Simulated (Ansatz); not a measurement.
# C2H3FO2: basis-set convergence

How large a basis does C2H3FO2 need? Two functionals are run in growing sets.

The runs use Ansatz 0.2.0, Gaussian basis; one geometry, several basis sets.

The runs, in order: PBE0-D4/def2-SVP; ωB97M-V/def2-SVP; PBE0-D4/def2-QZVPP; ωB97M-V/def2-QZVPP; the functionals' def2-TZVPP values are taken from earlier runs.

### Step 1. The geometry

An earlier PBE0-D4 in a triple-zeta def2 set relaxation fixed the geometry.

SMILES `O=COCF`, 8 atoms, charge 0, spin multiplicity 1.

Atoms are counted from 1 here; the program's logs count them from 0.

Bond lengths: O1–C2 1.196 Å, C2–O3 1.334 Å, C2–H6 1.099 Å, O3–C4 1.414 Å, C4–F5 1.349 Å, C4–H7 1.092 Å, C4–H8 1.092 Å. Angles: O1–C2–O3 125.2°, O1–C2–H6 125.4°, O3–C2–H6 109.4°, C2–O3–C4 115.0°, O3–C4–F5 105.8°, O3–C4–H7 110.1°, O3–C4–H8 110.1°, F5–C4–H7 109.7°, F5–C4–H8 109.7°, H7–C4–H8 111.4°.

Geometry (Å):

```xyz
8
C2H3FO2
O     0.56135   -0.69561    1.56336
C     0.37574    0.42518    1.19069
O    -0.04153    0.77053   -0.02802
C    -0.26611   -0.31009   -0.91233
F    -0.65879    0.24478   -2.07760
H     0.52161    1.32973    1.79670
H     0.65992   -0.86912   -1.06381
H    -1.05999   -0.95250   -0.52468
```

### Step 2. PBE0-D4 in def2-SVP

Input file in.yaml:

```yaml
crystal:
  periodic: [false, false, false]
  atoms:
    - {symbol: O, position_ang: [0.561351, -0.695607, 1.563357]}
    - {symbol: C, position_ang: [0.375745, 0.425182, 1.190687]}
    - {symbol: O, position_ang: [-0.041530, 0.770526, -0.028021]}
    - {symbol: C, position_ang: [-0.266115, -0.310093, -0.912333]}
    - {symbol: F, position_ang: [-0.658794, 0.244782, -2.077600]}
    - {symbol: H, position_ang: [0.521610, 1.329725, 1.796698]}
    - {symbol: H, position_ang: [0.659924, -0.869120, -1.063806]}
    - {symbol: H, position_ang: [-1.059992, -0.952496, -0.524682]}
basis:
  gaussian: {orbitals: def2-SVP}
hamiltonian: {xc: pbe0, dispersion: d4}
output: {orbitals: {seedname: orbitals}}
```

Command:

```
$ ansatz run in.yaml --threads 2 --pin off --events-out ev --progress --plain --max-ram 4352MiB
```

The runs that follow: ωB97M-V in def2-SVP; PBE0-D4 in def2-QZVPP; ωB97M-V in def2-QZVPP.

**Question.** What will the summary of the whole plan be? Wanted: PBE0-D4: double and triple zeta above quadruple; ωB97M-V: double and triple zeta above quadruple.

As calculated:

| quantity | value |
| --- | --- |
| PBE0-D4: double and triple zeta above quadruple | 11.08, 0.48 eV |
| ωB97M-V: double and triple zeta above quadruple | 11.35, 0.46 eV |

For PBE0-D4 the step from double to triple zeta gains 10.60 eV and the next only 0.48 eV. These are total energies; as a rule much of such shifts cancels in differences, which this series doesn't test. The LUMO of ωB97M-V is positive and keeps falling with the basis (2.31 to 1.79 eV): an unbound level that the basis holds in place.
